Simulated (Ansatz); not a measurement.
**Si2H4O (SMILES O[SiH]=[SiH2]): one structure at several levels**

One table from this session's results is given with a row withheld; the runs are named, their logs left out.

The runs use Ansatz 0.2.0, Gaussian basis; single points in def2-TZVPP.

Correlated methods freeze the cores.

1 further run of the same task is left out (it didn't finish).

### Starting geometry

SMILES `O[SiH]=[SiH2]`, 7 atoms, charge 0, spin multiplicity 1.

Atoms are counted from 1 here; the program's logs count them from 0.

Bond lengths: O1–Si2 1.663 Å, O1–H4 0.953 Å, Si2–Si3 2.233 Å, Si2–H5 1.611 Å, Si3–H6 1.555 Å, Si3–H7 1.429 Å. Angles: Si2–O1–H4 121.0°, O1–Si2–Si3 116.7°, O1–Si2–H5 105.5°, Si3–Si2–H5 109.9°, Si2–Si3–H6 108.4°, Si2–Si3–H7 120.7°, H6–Si3–H7 100.7°.

As a file:

```csv
atom,x (Å),y (Å),z (Å)
O1,-1.4616,-0.9842,-0.7297
Si2,-0.4472,0.3257,-0.5857
Si3,1.2689,0.1140,0.8281
H4,-2.3802,-0.9233,-0.4836
H5,-1.3885,1.5499,-0.1272
H6,2.2770,1.2660,0.5537
H7,2.1354,-1.0205,0.7589
```

The first run:

File run/in.yaml:

```yaml
crystal:
  periodic: [false, false, false]
  atoms:
    - {symbol: O, position_ang: [-1.461586, -0.984183, -0.729708]}
    - {symbol: Si, position_ang: [-0.447183, 0.325665, -0.585682]}
    - {symbol: Si, position_ang: [1.268872, 0.114038, 0.828137]}
    - {symbol: H, position_ang: [-2.380245, -0.923279, -0.483622]}
    - {symbol: H, position_ang: [-1.388549, 1.549909, -0.127167]}
    - {symbol: H, position_ang: [2.276990, 1.266004, 0.553739]}
    - {symbol: H, position_ang: [2.135412, -1.020482, 0.758911]}
basis:
  gaussian: {orbitals: def2-TZVPP}
hamiltonian: {xc: pbe, dispersion: d4}
output: {forces: true}
```

The run is started by

```
$ ansatz run in.yaml --threads 2 --pin off --events-out ev --progress --plain --max-ram 3481MiB
```

Steps of the session up to this table: PBE-D4/def2-TZVPP; r2SCAN-D4/def2-TZVPP; PBE0-D4/def2-TZVPP; wB97M-V/def2-TZVPP; CCSD(T)/def2-TZVPP.

One table of the session follows, with a row left open; its other results are not shown here.

| method | RMS force component (eV/Å) | angle to CCSD(T) forces (°) | dipole (D) |
| --- | --- | --- | --- |
| PBE-D4 | 0.747 | 17.1 | 1.56 |
| r2SCAN-D4 | 0.765 | 7.6 | 1.57 |
| PBE0-D4 | ? | ? | ? |
| wB97M-V | 0.771 | 8.1 | 1.57 |
| CCSD(T) | 0.790 | reference | 1.47 |

**Question.** Estimate the row for PBE0-D4.

**Answer.** RMS force component (eV/Å): 0.768; angle to CCSD(T) forces (°): 8.8; dipole (D): 1.53. In the column «RMS force component (eV/Å)» it lies between r2SCAN-D4 (0.765) and wB97M-V (0.771).

Limits of these values: The reference is not at the basis limit: in triple zeta CCSD(T) underbinds, which counts against methods that bind more; the gaps are no ranking.
